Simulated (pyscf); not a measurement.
Structures and frequencies: ωB97X-D3(BJ)/def2-SVP in PySCF.

**Question.** Estimate by transition-state theory the rate constant of H₃C–O–O• + H₃C–CH₃ -> H₃C–O–OH + •H₂C–CH₃ (doublet surface; C–H broken, H–O formed) at 298 K, with ωB97M-D3(BJ)/def2-TZVP energies (ideal gas, 1 atm, RRHO with modes under 100 cm⁻¹ raised to 100, one conformer, R ln 2 for rigid chiral ones; no tunnelling).

**Answer.** The electronic barrier is 25.5 kcal/mol and the thermal terms add +6.1, so ΔG‡ = 31.6 kcal/mol. With k_BT/h = 6.21e+12 s⁻¹ and RT = 0.592 kcal/mol, and a volume of 4.06e-20 cm³ per molecule at 1 atm, k = 1.8e-30 cm³ molecule⁻¹ s⁻¹. Wigner's tunnelling factor for 2018i cm⁻¹ would be 4.95, likely too low at so high a frequency. A shift of 1 kcal/mol in the barrier changes k by a factor 5.4. H₃C–O–O• lies 49.2 kcal/mol over its isomer HO–CH•–OH, and others may lie lower still (electronic energy, ωB97M-D3(BJ)). H₃C–O–OH lies 63.6 kcal/mol over its isomer HO–CH₂–OH, and others may lie lower still (electronic energy, ωB97M-D3(BJ)). This is the saddle that the search found; another between the same sides may lie lower. The angle at the transferred H is 174°.
